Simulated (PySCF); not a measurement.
# C3H3FO: the cost of one run

The runs use PySCF 2.14.0, with density-fitted response routines of our own; the level of theory stands in each step. All values are computed, except where a source is named. Atoms are numbered from 0 throughout.

## 1. The starting structure

8 atoms, charge 0, multiplicity 1; geometry from: GFN2-xTB. The atoms were then displaced at random by about 0.01 Å, so the start is not that level's minimum.

Bonds of the start (Å): C0–C1 1.34, C1–C2 1.48, C2–O3 1.17, C2–F4 1.35, C0–H5 1.09, C0–H6 1.07, C1–H7 1.08.

## 2. Geometry optimisation at PBE0-D3(BJ)/def2-TZVP

What the job is given:

```
{"job": {"xc": "PBE0", "basis": "def2-TZVP", "d3": "d3bj", "grid": 2, "shake": 0.01, "kind": "geom"}, "charge": 0, "multiplicity": 1}
C      1.242580     0.134080    -0.239720
C      0.123060    -0.067080     0.474230
C     -1.207970    -0.092750    -0.167780
O     -1.455450     0.066470    -1.296420
F     -2.170230    -0.345120     0.751260
H      1.147020     0.326620    -1.309920
H      2.212870     0.183960     0.198060
H      0.163250    -0.225330     1.537820
```

Started as:

```console
OMP_NUM_THREADS=1 python probes_run.py task.json out
```

The driver reads the jobs from task.json and runs them one after another.

**Question.** How long does this first job take on 1 thread of Intel Xeon 6975P-C, shared host, and how much memory does it need?

About 66 s, with a peak of 0.78 GiB.
